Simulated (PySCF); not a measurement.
Compound: 2(3H)-furanone, C₄H₄O₂.
SMILES: `O1C(=O)CC=C1`

Theory: PySCF, TDDFT CAM-B3LYP/def2-SVPD, vertical, gas phase, core orbitals frozen in the response. Isolated species at its GFN2-xTB geometry, gas phase.

Each state is given a Gaussian of 0.25 eV full width at half maximum, with ε(max) = 2.175×10⁸ f / Δν̃ (Δν̃ the width in cm⁻¹). The cross-section is σ = 3.8235×10⁻²¹ ε cm², given in Mb (10⁻¹⁸ cm²). The width is an assumption, not a result. The curve ends short of the highest state used, and states not computed would add to its high-energy end.

```
E (eV)  σ (Mb)
  5.22    0.00
  5.32    0.01
  5.41    0.04
  5.50    0.12
  5.60    0.29
  5.69    1.45
  5.78    8.56
  5.88   28.99
  5.97   40.90
  6.06   28.12
  6.15    9.43
  6.25    1.20
  6.34    0.09
  6.43    0.01
  6.53    0.12
  6.62    0.91
  6.71    3.34
  6.81    6.07
  6.90    4.88
  6.99    2.05
  7.09    2.41
  7.18   11.29
  7.27   29.26
  7.37   36.62
```

Task: Locate the maxima and give the states behind the curve.

Result: 208 nm (5.97 eV), ε about 11000, made up of S2 (100%); 182 nm (6.83 eV), ε about 1600, made up of S3 (100%); 169 nm (7.35 eV), ε about 9800, made up of S4 (99%) (ε in L mol⁻¹ cm⁻¹; maxima over ε = 5, shares over 10%). The states used: S1 5.60 eV (f 0.0004); S2 5.97 eV (f 0.099); S3 6.83 eV (f 0.015); S4 7.34 eV (f 0.091); S5 7.59 eV (f 0.0074); S6 7.80 eV (f 0.0004); S7 7.93 eV (f 0.0001); S8 7.97 eV (f 0.041).

Task: Coming from long wavelengths, where does ε first pass 100 L mol⁻¹ cm⁻¹?

Result: At about 220 nm (5.62 eV), 0.03 eV above S1.

Task: On this curve, what absorbance would a 10⁻⁴ mol/L sample give at 193 nm over a 1 cm path?

Result: 193 nm is 6.424 eV, where ε is about 2.2 L mol⁻¹ cm⁻¹, so A = ε c l ≈ 0.00022 (Beer–Lambert, with the gas-phase spectrum and the assumed width).

Task: What would ε be at 5.97 eV, the highest of these maxima, with half the width (0.125 eV)?

Result: About 21400 L mol⁻¹ cm⁻¹ against 10700, a factor of about 2.00; a lone state at its own centre would give exactly 2.

On an x86-64 server with one thread (shared host), this took 12 s.
